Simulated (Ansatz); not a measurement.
Consider the ligand exchange at the Al–N bond: `C[NH][AlH2]` + NH₃ → `[NH2][AlH2]` + CH₃NH₂.

Program: Ansatz. Geometries: PBE0-D4/def2-TZVP. ΔE: electronic, gas phase. CCSD(T)/CBS adds triple-zeta CCSD(T) − MP2 to the extrapolated MP2 energy (def2 sets, frozen cores). This one scheme is used for every species.

```
          level  ΔE (kJ/mol)
CCSD/def2-TZVPP         -0.4
  HF/def2-QZVPP         -6.5
```

**Question.** What does CCSD(T)/CBS give? (Best estimate.)

**Answer.** Computed: +0.3 kJ/mol. The listed levels differ from it by -0.7, -6.8 kJ/mol.

**Question.** What do rigid-rotor, harmonic-oscillator terms from PBE0-D4/def2-TZVP frequencies (298.15 K, 1 bar) make of the CCSD(T)/CBS value? (Estimate.)

**Answer.** Ansatz gave: ΔZPE = +2.1 kJ/mol, ΔH = +0.6 kJ/mol, ΔS = 7 J/(mol·K), ΔG = -1.6 kJ/mol.

Largest T1 diagnostic among the species: 0.012.

The D4 term adds +3.1 kJ/mol with B3LYP and +1.8 kJ/mol with PBE0; it sums over pairs of atoms, weighted by their polarisabilities, and B3LYP, whose exchange is more repulsive, gets the larger term. In def2-TZVPP, CCSD(T) changes the Hartree–Fock value by +7.3 kJ/mol (the triples alone add +1.3 kJ/mol) and MP2 by +7.8 kJ/mol. Leaving LDA and LC-ωPBE aside and taking each functional with its dispersion term where it has one, the values, not all of them listed here, spread over 3.9 kJ/mol, from ωB97X-V to revPBE-D4.

B3LYP here is the variant with VWN-RPA as its local correlation; programs differ in this.
